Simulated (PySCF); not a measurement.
C4H4N2, SMILES c1cnccn1. Geometry optimised at PBE0-D3(BJ)/def2-SVP.

The numbers are results of PBE0-D3(BJ)/def2-SVP (PySCF), not measurements.

Harmonic wavenumbers (cm⁻¹): 350, 441, 604, 727, 791, 809, 952, 1005, 1017, 1037, 1069, 1101, 1178, 1253, 1304, 1362, 1456, 1528, 1648, 1662, 3180, 3182, 3194, 3201. Rotational constants (GHz): 6.428, 5.970, 3.095; symmetry number 4.

Q: Work out the zero-point energy and the ideal-gas rigid-rotor harmonic-oscillator thermochemistry at 298.15 K and 1 atm.

A: ZPE = ½ Σ hcν = ½ × 34052 cm⁻¹ = 48.68 kcal/mol. H − E(el) = 51.88 kcal/mol. Entropy in cal/(mol K): translation 39.06, rotation 22.65, vibration 3.79, total 65.50. G − E(el) = 32.35 kcal/mol. Cp = 17.00 cal/(mol K).
